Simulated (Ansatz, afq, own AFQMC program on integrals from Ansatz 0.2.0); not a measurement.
**BPN (quartet): quantum Monte Carlo beside coupled cluster at distance B2–P3 = 6.293 Å, cc-pVDZ**

Aim: compute BPN (quartet) with auxiliary-field quantum Monte Carlo on the same integrals as coupled cluster, and set the energies side by side.

Computed with Ansatz 0.2.0, Gaussian basis, and an in-house AFQMC program (afq) on its integrals; all values are calculated. Level: cc-pVDZ, frozen cores.

The runs, in order: PBE (unrestricted); r2SCAN (unrestricted); PBE0 (unrestricted); B3LYP (unrestricted); wB97M-V (unrestricted); B2PLYP (unrestricted); CCSD(T) on UHF; CCSDT(Q) on UHF; Phaseless AFQMC, CISD trial on UHF.

10 further runs of the same task are left out: 2 that didn't finish, 8 set aside as unsound or not needed. Runs told in other sessions of the task aren't counted.

## 1. What is computed

The geometry derives from a PBE0/def2-TZVP stationary point (not a proven minimum). One bond is set to the value named and the two fragments are kept rigid.

3 atoms, charge 0, spin multiplicity 4.

Atoms are counted from 1 here; the program's logs count them from 0.

Bond lengths: N1–B2 1.334 Å.

Coordinates:

```xyz
3

N     0.00000    0.00000   -2.98693
B     0.00000    0.00000   -1.65303
P     0.00000    0.00000    4.63997
```

## 2. PBE (unrestricted)

in.yaml reads:

```yaml
crystal:
  periodic: [false, false, false]
  atoms:
    - {symbol: N, position_ang: [0.000000, 0.000000, -2.986933]}
    - {symbol: B, position_ang: [0.000000, 0.000000, -1.653033]}
    - {symbol: P, position_ang: [0.000000, 0.000000, 4.639967]}
basis:
  gaussian: {orbitals: cc-pVDZ}
magnetization: {spin_polarized: true, initial_magnetization: 3}
hamiltonian: {xc: {name: PBE}}
output: {orbitals: {seedname: orbitals}}
```

Run with:

```console
$ ansatz run in.yaml --threads 1 --pin off --events-out ev --progress --plain --max-ram 1382MiB
```

The program printed:

```text
Functional definition: PBE
  name "PBE"
  cite "Perdew, Burke & Ernzerhof, Phys. Rev. Lett. 77, 3865 (1996) doi:10.1103/PhysRevLett.77.3865"
  parent pbe
  parameter kappa = 0.804
  parameter beta = 0.06672455060314922
  exchange = pbe_x(kappa = kappa, mu = beta*pi^2/3)
  correlation = pbe_c(beta = beta)
461 factors; integrals over basis functions are off by at most 1.1e-3 eV
mean field evaluation 1: about -11420.3409 eV, gradient 5.3e1 eV
mean field evaluation 2: about -11164.4310 eV, gradient 1.1e2 eV
mean field evaluation 4: about -11339.6018 eV, gradient 6.5e1 eV
mean field evaluation 8: about -11438.8441 eV, gradient 7.5e0 eV
mean field evaluation 16: about -11439.8474 eV, gradient 3.3e-1 eV
mean field evaluation 32: about -11439.8558 eV, gradient 8.6e-5 eV
mean field evaluation 64: about -11344.0862 eV, gradient 6.0e1 eV
mean field evaluation 96: about -11439.8432 eV, gradient 2.0e-6 eV
mean field evaluation 128: about -11439.2966 eV, gradient 2.1e-6 eV
mean field evaluation 160: about -11439.3301 eV, gradient 3.3e-3 eV
mean field evaluation 192: about -11438.7425 eV, gradient 6.4e0 eV
mean field evaluation 224: about -11437.9234 eV, gradient 1.2e1 eV
mean field evaluation 256: about -11439.3160 eV, gradient 6.2e-1 eV
mean field evaluation 288: about -11439.8426 eV, gradient 3.7e-3 eV
mean field -11439.85584386 eV, -420.4069480491 hartree, gradient 9.4e-7 eV, S^2 4.611486; 23 other end points of the search recorded, 0 dependent functions left out
reference -11439.85588718 eV, -420.4069496411 hartree; 15, 12 occupied and 31, 34 virtual orbitals, 461 factors
Total energy: -11439.85588718 eV, -420.4069496411 hartree
```

It took 5.5 s on 1 thread of AMD EPYC 9R45 (Zen 5), shared host.

From the report: ⟨S²⟩ of the determinant 4.611 (pure quartet: 3.75). The determinant of PBE (⟨S²⟩ 4.61) is far from a pure spin state, so its energy mixes those of several spin states; that is harmless only where they are near-degenerate.

## 3. r2SCAN (unrestricted)

in.yaml: that of step 2 with these lines changed.

```diff
@@ -9,3 +9,2 @@
 magnetization: {spin_polarized: true, initial_magnetization: 3}
-hamiltonian: {xc: {name: PBE}}
-output: {orbitals: {seedname: orbitals}}
+hamiltonian: {xc: {name: r2SCAN}}
```

Same command.

The program printed (excerpt; [...] marks lines left out):

```text
Functional definition: r2SCAN
  name "r2SCAN"
  cite "Furness, Kaplan, Ning, Perdew & Sun, J. Phys. Chem. Lett. 11, 8208 (2020) doi:10.1021/acs.jpclett.0c02405"
  cite "Furness, Kaplan, Ning, Perdew & Sun, J. Phys. Chem. Lett. 11, 9248 (2020) doi:10.1021/acs.jpclett.0c03077"
  parent r2scan
[...]
461 factors; integrals over basis functions are off by at most 1.1e-3 eV
[...]
mean field -11445.25176994 eV, -420.6052446751 hartree, gradient 3.4e-6 eV, S^2 4.775746; 13 other end points of the search recorded, 0 dependent functions left out
reference -11445.25178177 eV, -420.6052451099 hartree; 15, 12 occupied and 31, 34 virtual orbitals, 461 factors
Total energy: -11445.25178177 eV, -420.6052451099 hartree
```

Wall time 6.5 s (1 thread of AMD EPYC 9R45 (Zen 5), shared host).

From the report: ⟨S²⟩ of the determinant 4.776 (pure quartet: 3.75). The determinant of r2SCAN (⟨S²⟩ 4.78) is far from a pure spin state, so its energy mixes those of several spin states; that is harmless only where they are near-degenerate.

## 4. PBE0 (unrestricted)

in.yaml: that of step 3 with these lines changed.

```diff
@@ -9,2 +9,3 @@
 magnetization: {spin_polarized: true, initial_magnetization: 3}
-hamiltonian: {xc: {name: r2SCAN}}
+hamiltonian: {xc: {name: PBE0}}
+output: {orbitals: {seedname: orbitals}}
```

Same command.

The program printed (excerpt; [...] marks lines left out):

```text
Functional definition: PBE0
  name "PBE0"
  cite "Adamo & Barone, J. Chem. Phys. 110, 6158 (1999) doi:10.1063/1.478522"
  cite "Perdew, Burke & Ernzerhof, Phys. Rev. Lett. 77, 3865 (1996) doi:10.1103/PhysRevLett.77.3865"
  parent pbe
[...]
461 factors; integrals over basis functions are off by at most 1.1e-3 eV
[...]
mean field -11440.84663733 eV, -420.4433590375 hartree, gradient 9.4e-6 eV, S^2 4.772619; 16 other end points of the search recorded, 0 dependent functions left out
reference -11440.84666960 eV, -420.4433602234 hartree; 15, 12 occupied and 31, 34 virtual orbitals, 461 factors
Total energy: -11440.84666960 eV, -420.4433602234 hartree
```

Run time: 3.3 s. Hardware: 1 thread of AMD EPYC 9R45 (Zen 5), shared host.

From the report: ⟨S²⟩ of the determinant 4.773 (pure quartet: 3.75). The determinant of PBE0 (⟨S²⟩ 4.77) is far from a pure spin state, so its energy mixes those of several spin states; that is harmless only where they are near-degenerate.

## 5. B3LYP (unrestricted)

in.yaml: that of step 4 with these lines changed.

```diff
@@ -9,3 +9,2 @@
 magnetization: {spin_polarized: true, initial_magnetization: 3}
-hamiltonian: {xc: {name: PBE0}}
-output: {orbitals: {seedname: orbitals}}
+hamiltonian: {xc: {name: B3LYP}}
```

Launched as before.

The program printed (excerpt; [...] marks lines left out):

```text
Functional definition: B3LYP
  name "B3LYP"
  cite "Stephens, Devlin, Chabalowski & Frisch, J. Phys. Chem. 98, 11623 (1994) doi:10.1021/j100096a001"
  cite "Becke, Phys. Rev. A 38, 3098 (1988) doi:10.1103/PhysRevA.38.3098"
  cite "Lee, Yang & Parr, Phys. Rev. B 37, 785 (1988) doi:10.1103/PhysRevB.37.785"
  cite "Vosko, Wilk & Nusair, Can. J. Phys. 58, 1200 (1980) doi:10.1139/p80-159"
[...]
461 factors; integrals over basis functions are off by at most 1.1e-3 eV
[...]
mean field -11447.59942676 eV, -420.6915194719 hartree, gradient 1.3e-6 eV, S^2 4.765659; 14 other end points of the search recorded, 0 dependent functions left out
reference -11447.59971067 eV, -420.6915299054 hartree; 15, 12 occupied and 31, 34 virtual orbitals, 461 factors
Total energy: -11447.59971067 eV, -420.6915299054 hartree
```

It took 8 s on 1 thread of AMD EPYC 9R45 (Zen 5), shared host.

From the report: ⟨S²⟩ of the determinant 4.766 (pure quartet: 3.75). The determinant of B3LYP (⟨S²⟩ 4.77) is far from a pure spin state, so its energy mixes those of several spin states; that is harmless only where they are near-degenerate.

## 6. wB97M-V (unrestricted)

in.yaml: that of step 5 with these lines changed.

```diff
@@ -9,2 +9,3 @@
 magnetization: {spin_polarized: true, initial_magnetization: 3}
-hamiltonian: {xc: {name: B3LYP}}
+hamiltonian: {xc: {name: wB97M-V}}
+output: {orbitals: {seedname: orbitals}}
```

Same command.

The program printed (excerpt; [...] marks lines left out):

```text
Functional definition: wB97M-V
  name "wB97M-V"
  cite "Mardirossian & Head-Gordon, J. Chem. Phys. 144, 214110 (2016) doi:10.1063/1.4952647"
  cite "Becke, J. Chem. Phys. 107, 8554 (1997) doi:10.1063/1.475007"
  cite "Vydrov & Van Voorhis, J. Chem. Phys. 133, 244103 (2010) doi:10.1063/1.3521275"
  # Of w^i u^j: cxij and so on, Table III.
[...]
  gx(w, u) = 1 - cx + cx01*u + cx10*w
  gss(w, u) = css00 + css04*u^4 + css10*w + css20*w^2 + css43*w^4*u^3
  gos(w, u) = cos00 + cos10*w + (cos20 + cos21*u)*w^2 + (cos60 + cos61*u)*w^6
[...]
      + integral(e_c_pw_mod_opposite_spin*gos(b97_w_opposite, b97_u_opposite)) + vv10(b, c)
461 factors; integrals over basis functions are off by at most 1.1e-3 eV
128 factors; integrals over basis functions are off by at most 1.1e-5 eV
[...]
mean field -11445.66944774 eV, -420.6205940512 hartree, gradient 3.0e-6 eV, S^2 4.767164; 18 other end points of the search recorded, 0 dependent functions left out
reference -11445.66948735 eV, -420.6205955069 hartree; 15, 12 occupied and 31, 34 virtual orbitals, 461 factors
Total energy: -11445.66948735 eV, -420.6205955069 hartree
```

Run time: 29 s. Hardware: 1 thread of AMD EPYC 9R45 (Zen 5), shared host.

From the report: ⟨S²⟩ of the determinant 4.767 (pure quartet: 3.75). The determinant of wB97M-V (⟨S²⟩ 4.77) is far from a pure spin state, so its energy mixes those of several spin states; that is harmless only where they are near-degenerate.

## 7. B2PLYP (unrestricted)

in.yaml: that of step 6 with these lines changed.

```diff
@@ -9,3 +9,3 @@
 magnetization: {spin_polarized: true, initial_magnetization: 3}
-hamiltonian: {xc: {name: wB97M-V}}
-output: {orbitals: {seedname: orbitals}}
+hamiltonian: {xc: {name: B2PLYP}}
+correlation: {electrons: outside_noble_gas}
```

Launched as before.

The program printed (excerpt; [...] marks lines left out):

```text
Functional definition: B2PLYP
  name "B2PLYP"
  cite "Grimme, J. Chem. Phys. 124, 034108 (2006) doi:10.1063/1.2148954"
  cite "Becke, Phys. Rev. A 38, 3098 (1988) doi:10.1103/PhysRevA.38.3098"
  cite "Lee, Yang & Parr, Phys. Rev. B 37, 785 (1988) doi:10.1103/PhysRevB.37.785"
[...]
461 factors; integrals over basis functions are off by at most 1.1e-3 eV
[...]
mean field -11439.28451994 eV, -420.3859522821 hartree, gradient 2.7e-6 eV, S^2 4.793588; 12 other end points of the search recorded, 0 dependent functions left out
7 core orbitals not correlated: weight in the atoms' cores, before any rotation towards them, 1.000 or more for the frozen orbitals, at most 0.000 for the correlated occupied ones
reference -11439.28470061 eV, -420.3859589217 hartree; 8, 5 occupied and 31, 34 virtual orbitals, 461 factors
second order -8.38589331 eV of doubles, -0.00000000 eV of singles
Total energy: -11441.54889180 eV, -420.4691664133 hartree
```

It took 6.5 s on 1 thread of AMD EPYC 9R45 (Zen 5), shared host.

From the report: ⟨S²⟩ of the determinant 4.794 (pure quartet: 3.75). The determinant of B2PLYP (⟨S²⟩ 4.79) is far from a pure spin state, so its energy mixes those of several spin states; that is harmless only where they are near-degenerate.

## 8. CCSD(T) on UHF

in.yaml: that of step 7 with these lines changed.

```diff
@@ -9,3 +9,2 @@
 magnetization: {spin_polarized: true, initial_magnetization: 3}
-hamiltonian: {xc: {name: B2PLYP}}
-correlation: {electrons: outside_noble_gas}
+correlation: {method: ccsd_t, electrons: outside_noble_gas, hamiltonian_folder: ham}
```

Launched as before.

The program printed (excerpt; [...] marks lines left out):

```text
Functional definition: HF
  name "HF"
  cite "Fock, Z. Phys. 61, 126 (1930) doi:10.1007/BF01340294"
  parent pbe
[...]
461 factors; integrals over basis functions are off by at most 1.1e-3 eV
[...]
mean field -11420.73210619 eV, -419.7041636521 hartree, gradient 1.6e-6 eV, S^2 5.009661; 42 other end points of the search recorded, 0 dependent functions left out
determinant -11420.73210619 eV, -419.7041636521 hartree, with singles and doubles -11428.19240825 eV, -419.9783246962 hartree
determinant -11420.73206220 eV, -419.7041620357 hartree, with singles and doubles -11428.19235874 eV, -419.9783228767 hartree
determinant -11419.96674500 eV, -419.6760371473 hartree, with singles and doubles -11427.78465827 eV, -419.9633401608 hartree
determinant -11419.96670618 eV, -419.6760357206 hartree, with singles and doubles -11427.78460715 eV, -419.9633382822 hartree
[...]
determinant -11420.73206220 eV, -419.7041620357 hartree, with singles and doubles -11428.20378506 eV, -419.9787427862 hartree
determinant -11419.96674500 eV, -419.6760371473 hartree, with singles and doubles -11427.92359565 eV, -419.9684460153 hartree
determinant -11419.96670618 eV, -419.6760357206 hartree, with singles and doubles -11427.92356553 eV, -419.9684449085 hartree
7 core orbitals not correlated: weight in the atoms' cores, before any rotation towards them, 1.000 or more for the frozen orbitals, at most 0.000 for the correlated occupied ones
reference -11420.73210619 eV, -419.7041636521 hartree; 8, 5 occupied and 31, 34 virtual orbitals, 461 factors
second order -6.06064374 eV of doubles, -0.00000000 eV of singles
cycle   1  -7.47173130 eV  change   -3.1e-6 eV  update   3.7e-6
perturbative correction -0.24381151 eV, -0.0089599076 hartree
WARN: the results are in doubt because among natural orbitals full CI differs from the method by -0.137 eV
Total energy: -11428.44764900 eV, -419.9877046206 hartree
In doubt: among natural orbitals full CI differs from the method by -0.137 eV
```

It took 9 s on 1 thread of AMD EPYC 9R45 (Zen 5), shared host.

From the report: ⟨S²⟩ of the determinant 5.010 (pure quartet: 3.75); correlation -7.7155 eV; T1 0.053; largest double amplitude 0.11. The determinant of CCSD(T) (⟨S²⟩ 5.01) is far from a pure spin state, so its energy mixes those of several spin states; high orders of coupled cluster remove much of that, low ones don't. The program marks this result as in doubt; its last lines say why.

This run also writes the integrals to the folder ham.

## 9. CCSDT(Q) on UHF

in.yaml: that of step 8 with these lines changed.

```diff
@@ -9,2 +9,2 @@
 magnetization: {spin_polarized: true, initial_magnetization: 3}
-correlation: {method: ccsd_t, electrons: outside_noble_gas, hamiltonian_folder: ham}
+correlation: {method: ccsdt_q, electrons: outside_noble_gas}
```

Launched as before.

The program printed (excerpt; [...] marks lines left out):

```text
Functional definition: HF
  name "HF"
  cite "Fock, Z. Phys. 61, 126 (1930) doi:10.1007/BF01340294"
  parent pbe
[...]
798 factors; integrals over basis functions are off by at most 1.8e-7 eV
[...]
mean field -11420.73212815 eV, -419.7041644592 hartree, gradient 2.6e-6 eV, S^2 5.009660; 43 other end points of the search recorded, 0 dependent functions left out
determinant -11420.73212815 eV, -419.7041644592 hartree, with singles and doubles -11428.19242881 eV, -419.9783254519 hartree
determinant -11420.73208560 eV, -419.7041628957 hartree, with singles and doubles -11428.19238098 eV, -419.9783236938 hartree
determinant -11419.96677386 eV, -419.6760382078 hartree, with singles and doubles -11427.78467773 eV, -419.9633408758 hartree
determinant -11419.96673651 eV, -419.6760368351 hartree, with singles and doubles -11427.78462757 eV, -419.9633390327 hartree
[...]
determinant -11420.73208560 eV, -419.7041628957 hartree, with singles and doubles -11428.20380763 eV, -419.9787436157 hartree
determinant -11419.96677386 eV, -419.6760382078 hartree, with singles and doubles -11427.92361551 eV, -419.9684467451 hartree
determinant -11419.96673651 eV, -419.6760368351 hartree, with singles and doubles -11427.92358595 eV, -419.9684456589 hartree
7 core orbitals not correlated: weight in the atoms' cores, before any rotation towards them, 1.000 or more for the frozen orbitals, at most 0.000 for the correlated occupied ones
reference -11420.73212815 eV, -419.7041644592 hartree; 8, 5 occupied and 31, 34 virtual orbitals, 798 factors
second order -6.06064869 eV of doubles, -0.00000000 eV of singles
cycle   1  -6.80114485 eV  change   -7.4e-1 eV  update   1.0e-1
[...]
cycle  54  -7.87679419 eV  change   -1.8e-8 eV  update   1.5e-6
perturbative correction -0.08247659 eV, -0.0030309587 hartree
Total energy: -11428.69139893 eV, -419.9966622655 hartree
```

It took 35 s on 1 thread of AMD EPYC 9R45 (Zen 5), shared host; peak memory 0.54 GiB.

From the report: ⟨S²⟩ of the determinant 5.010 (pure quartet: 3.75); correlation -7.9593 eV; T1 0.060; largest double amplitude 0.36. The determinant of CCSDT(Q) (⟨S²⟩ 5.01) is far from a pure spin state, so its energy mixes those of several spin states; high orders of coupled cluster remove much of that, low ones don't.

## 10. Phaseless AFQMC, CISD trial on UHF

It reads the integrals that the CCSD(T) run on this determinant wrote.

Run with:

```console
$ afq ham --method phaseless --trial cisd --walkers 60 --populations 1 --least-time 40 --time-step 0.005 --steps-per-block 50 --equilibration-blocks 40 --max-blocks 300 --target-error 0.00086 --factor-cut 1e-05 --start spin_pure --seed 8764 --release-times 0.24,0.51,0.99,1.62,2.4 --release-step 0.03 --release-every 4 --taylor-order 6
```

The program printed:

```text
orbitals 39  electrons 8 5  factors 255 of 461
reference energy -419.70416365 Eh
CCSD correlation -0.27458089 Eh in 18 cycles, weight of the determinant in the CISD state 0.7974
energy of the start -419.962320 Eh
 block  time / (1/Eh)  mean weight  energy / Eh
     1     0.250  1.0014  -419.966730
     2     0.500  1.0008  -419.972012
     3     0.750  1.0011  -419.980441
     4     1.000  0.9999  -419.979946
     5     1.250  1.0015  -419.984322
     6     1.500  0.9989  -419.980265
     7     1.750  1.0014  -419.985087
     8     2.000  0.9991  -419.981265
     9     2.250  0.9984  -419.983570
    10     2.500  0.9997  -419.983798
    17     4.250  0.9986  -419.982834
    25     6.250  0.9995  -419.982879
    33     8.250  0.9978  -419.993219
    41    10.250  0.9990  -419.980595
    49    12.250  1.0003  -419.982863
    57    14.250  0.9995  -419.990561
    65    16.250  0.9993  -419.999464
    73    18.250  1.0012  -419.991982
    81    20.250  0.9995  -419.989498
    89    22.250  0.9989  -419.988765
    97    24.250  0.9994  -419.982674
   105    26.250  1.0014  -419.983003
   113    28.250  0.9994  -419.970854
   121    30.250  1.0013  -419.992936
   129    32.250  1.0004  -419.990087
   137    34.250  1.0016  -419.998678
   145    36.250  0.9995  -419.979537
   153    38.250  0.9996  -419.983961
   161    40.250  0.9988  -419.979328
   169    42.250  0.9995  -419.983797
   177    44.250  0.9985  -419.981750
   185    46.250  1.0003  -419.984694
   193    48.250  0.9997  -419.977589
   201    50.250  1.0034  -419.987224
   209    52.250  1.0006  -419.976259
   217    54.250  1.0011  -419.990068
   225    56.250  1.0017  -419.974507
   233    58.250  1.0045  -419.981659
   241    60.250  0.9979  -419.996116
   249    62.250  0.9995  -419.987646
   257    64.250  1.0016  -419.982146
   265    66.250  0.9989  -419.998353
   273    68.250  0.9965  -419.994446
   281    70.250  1.0003  -419.983373
   289    72.250  0.9957  -419.988878
   297    74.250  1.0004  -419.989433
   305    76.250  0.9989  -419.990503
   313    78.250  1.0009  -419.986468
   321    80.250  1.0021  -419.976075
   329    82.250  0.9975  -419.989903
   337    84.250  0.9979  -419.988315
blocks merged  error / Eh  count
     1  0.000422  300
     2  0.000534  150
     4  0.000647  75
     8  0.000838  37
    16  0.000910  18
    32  0.001152  9
released: time / (1/Eh)  energy / Eh  error  mean overlap
  0.24  -419.985402  0.001004  1.0053
  0.51  -419.985744  0.001011  1.0140
  0.99  -419.987464  0.001026  1.0175
  1.62  -419.989657  0.001441  0.9906
  2.40  -419.987662  0.001549  1.0239
energy -419.984958 +/- 0.000910 Eh
```

Run time: 3.7 min. Hardware: 1 thread of AMD EPYC 9R45 (Zen 5), shared host.

Energy -11428.3729 ± 0.0247 eV. Caveats: constraint bias not in the error; large difference. The error still grows with block length (0.0228 to 0.0313 eV), so the bar may be too small.

## 11. All levels side by side

On the UHF determinant, counted from CCSDT(Q) (a yardstick, not exact):

| level | energy (eV) | from CCSDT(Q) (kJ/mol) | statistical error (kJ/mol) | time |
| --- | --- | --- | --- | --- |
| HF | -11420.7321 | +768.0 |  |  |
| MP2 | -11426.7927 | +183.2 |  |  |
| CCSD | -11428.2038 | +47.0 |  |  |
| CCSD(T) | -11428.4476 | +23.5 |  |  |
| CCSDT(Q) | -11428.6914 | 0.0 |  |  |
| Phaseless AFQMC, CISD trial, step 0.005, 60 walkers | -11428.3729 | +30.7 | 2.4 | 3.7 min |

The functionals' totals stand on their own zeros and serve differences with other points: PBE -11439.856 eV; r2SCAN -11445.252 eV; PBE0 -11440.847 eV; B3LYP -11447.600 eV; wB97M-V -11445.669 eV; B2PLYP -11441.549 eV.

## 12. Results

```
                                        quantity               value
                    CCSD(T) on UHF from CCSDT(Q)        +23.5 kJ/mol
Phaseless AFQMC, CISD trial on UHF from CCSDT(Q)  +30.7 ± 2.4 kJ/mol
```

In words: On UHF the phaseless walk with the CISD trial lies +30.7 kJ/mol from CCSDT(Q), 13 times its error bar. Error bars are statistical and leave out the constraint, the time step and what remains of the start.
